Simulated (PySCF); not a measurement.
Fill in the blanks.

Tetramethylene sulfoxide, C4H8OS.
Atom-mapped SMILES: `[O:1]=[S:2]1[CH2:3][CH2:4][CH2:5][CH2:6]1` (hydrogens: H7, H8 on C3; H9, H10 on C4; H11, H12 on C5; H13, H14 on C6)

Cartesian coordinates in Å at the PBE0-D3(BJ)/def2-SVP level; atoms count from 1:
```xyz
14
C4H8OS angstrom
O      0.1471    2.2497    0.9769
S      0.1434    1.6642   -0.4093
C      1.3484    0.2550   -0.3380
C      0.5922   -1.0252    0.0339
C     -0.7957   -0.6210    0.5301
C     -1.2486    0.4714   -0.4183
H      1.8908    0.1927   -1.2929
H      2.0377    0.6069    0.4425
H      1.1436   -1.6102    0.7851
H      0.4886   -1.6651   -0.8574
H     -1.4951   -1.4702    0.5595
H     -0.7322   -0.1920    1.5428
H     -1.3826    0.1122   -1.4530
H     -2.1386    1.0338   -0.1034
```

| property | level | value |
| --- | --- | --- |
| point group | PBE0-D3(BJ)/def2-SVP | C1 |
| rotational constants A, B, C | PBE0-D3(BJ)/def2-SVP | ? |
| dipole moment | B3LYP/def2-SVPD | 4.31 D |
| HOMO energy | B3LYP/def2-SVPD | -6.42 eV |
| LUMO energy | B3LYP/def2-SVPD | 0.05 eV |
| lowest singlet excitation | TDDFT B3LYP/def2-SVPD | 5.49 eV (226 nm, f = 0.027) |
| strongest line among the 10 lowest singlet transitions | TDDFT B3LYP/def2-SVPD | ? |
| lowest triplet excitation (Tamm–Dancoff) | TDA B3LYP/def2-SVPD | 4.87 eV |
| static isotropic polarisability | B3LYP/def2-SVPD | 71.0 au |
| vertical ionisation energy | ΔSCF B3LYP/def2-SVPD | 8.72 eV |
| electronic spatial extent ⟨r²⟩ about the centre of nuclear charge | B3LYP/def2-SVPD | 630 bohr² |
| 13C chemical shifts (computed TMS as zero) by class | GIAO CAM-B3LYP/pcSseg-2 | 62.6 (C3/C6), 28.6 (C4/C5) ppm |
| 1H chemical shifts (computed TMS as zero) by class | GIAO CAM-B3LYP/pcSseg-2 | ? |
| isotropic shieldings of nuclei other than C and H, by class | GIAO CAM-B3LYP/pcSseg-2 | 256 (O1), 95 (S2) ppm |

Gas-phase values; electronic properties from PySCF, density fitting. The structure is a single PBE0-D3(BJ)/def2-SVP conformer in the gas phase; no vibrational or solvent corrections. NMR classes are plain means over equivalent atoms (diastereotopic ones count apart unless rotation or inversion swaps them), as if these changed places fast; in this geometry the members of some classes differ.

Question: The rotational constants A, B, C?

Answer: 4.725, 2.804, 2.324 GHz.

Question: The 1H chemical shifts (computed TMS as zero) by class?

Answer: 2.58 (H9/H12), 2.50 (H8/H14), 2.42 (H7/H13), 1.73 (H10/H11) ppm.

Question: What is the strongest line among the 10 lowest singlet transitions?

Answer: S10 at 7.13 eV (174 nm, f = 0.036).

No computed singlet falls in the visible range (750 to 380 nm, 1.65 to 3.26 eV); S1 lies 2.23 eV above its blue end. With B = h/(8π²I), that is 505.379 GHz u Å² over I, the principal moments of inertia are 107.0, 180.2 and 217.5 u Å² (most abundant isotopes). The dipole matches unit charges of opposite sign 0.90 Å apart (1 e·Å = 4.8032 D). The ΔSCF ionisation energy exceeds −ε(HOMO) by 2.30 eV with B3LYP. The principal polarisabilities are 63.9, 71.8 and 77.4 au; their mean is the isotropic value.
